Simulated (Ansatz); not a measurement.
# H2Cl (doublet): the correlation ladder at distance H1–H2 along a hydrogen transfer = 0.835 Å, cc-pVDZ

Aim: climb from Hartree-Fock through coupled cluster and multireference methods for H2Cl (doublet) at one geometry and basis, and see what each rung misses.

Program: Ansatz 0.2.0, Gaussian basis. Level of theory: cc-pVDZ, core rule «outside noble gas», up to 5 orbitals frozen. These are calculated values, not measurements.

To be run: UHF; CCSD(T) on ROHF; CCSD(T) on UHF; BCCD(T) on ROHF; CISD; CCSDT(Q) on ROHF; CCSDT(Q) on UHF; CCSDTQ on ROHF; CCSDTQ on UHF; CASSCF and MRCISD+Q, 3 electrons in 3 orbitals; CASSCF and NEVPT2, 3 electrons in 3 orbitals; CASSCF and MRCISD+Q, 9 electrons in 6 orbitals; CASSCF and NEVPT2, 9 electrons in 6 orbitals; Full CI.

**1. The system**

The geometry derives from fragments relaxed apart (PBE0/def2-TZVP) and kept rigid, so it is no stationary point. A hydrogen atom is moved between rigid fragments.

3 atoms, charge 0, spin multiplicity 2.

Atoms are counted from 1 here; the program's logs count them from 0.

Bond lengths: H1–H2 0.835 Å, H2–Cl3 1.576 Å. Angles: H1–H2–Cl3 180.0°.

**2. UHF**

The input, in.yaml:

```yaml
crystal:
  periodic: [false, false, false]
  atoms:
    - {symbol: H, position_ang: [0.000000, 0.000000, -1.082000]}
    - {symbol: H, position_ang: [0.000000, 0.000000, -0.247000]}
    - {symbol: Cl, position_ang: [0.000000, 0.000000, 1.329000]}
basis:
  gaussian: {orbitals: cc-pVDZ}
magnetization: {spin_polarized: true, initial_magnetization: 1}
hamiltonian: {xc: hf}
output: {orbitals: {seedname: orbitals}}
```

On the command line:

```
> ansatz run in.yaml --threads 1 --pin off --events-out ev --progress --plain --max-ram 2816MiB --backend cpu
```

Further steps of the session: CCSD(T) on ROHF; CCSD(T) on UHF; BCCD(T) on ROHF; CISD; CCSDT(Q) on ROHF; CCSDT(Q) on UHF; CCSDTQ on ROHF; CCSDTQ on UHF; CASSCF and MRCISD+Q, 3 electrons in 3 orbitals; CASSCF and NEVPT2, 3 electrons in 3 orbitals; CASSCF and MRCISD+Q, 9 electrons in 6 orbitals; CASSCF and NEVPT2, 9 electrons in 6 orbitals; Full CI.

**Question.** What will the summary of the whole plan be? Wanted: FCI below the RHF energy; RMP2 from FCI; UMP2 from FCI; RCCSD from FCI; RCCSD(T) from FCI; UCCSD(T) from FCI; RCCSDT(Q) from FCI; UCCSDT(Q) from FCI; NEVPT2 pair from FCI.

The runs gave:

```
                         quantity                                                                                                                 value
         FCI below the RHF energy                                                                                                            -5.0647 eV
                    RMP2 from FCI                                                                                                            +704.1 meV
                    UMP2 from FCI                                                                                                            +729.2 meV
                   RCCSD from FCI                                                                                                             +87.2 meV
                RCCSD(T) from FCI                                                                                                             +16.5 meV
                UCCSD(T) from FCI                                                                                                             +16.8 meV
               RCCSDT(Q) from FCI                                                                                                              +0.5 meV
               UCCSDT(Q) from FCI                                                                                                              +0.4 meV
             NEVPT2 pair from FCI                                                                                                            +607.6 meV
           MRCISD+Q pair from FCI                                                                                                              -0.7 meV
          NEVPT2 valence from FCI                                                                                                            +989.1 meV
levels within 1 kcal/mol (43 meV)  RCCSD(T), UCCSD(T), BCCD(T), RCCSDT, UCCSDT, RCCSDT(Q), UCCSDT(Q), RCCSDTQ, UCCSDTQ, MRCISD+Q pair, MRCISD+Q valence
                    T1 diagnostic                                                                                                                 0.023
   effectively unpaired electrons                                                                                                                  1.03
```

In words: RCCSD(T) misses by +16.5 meV, 0.3 % of the correlation energy. One determinant dominates. Of the multireference levels listed MRCISD+Q valence comes nearest in total energy (0.0 meV), which doesn't show that its space is the better one. These misses are within one basis, not against nature; the frozen cores of restricted and unrestricted runs differ, which can shift their rows.
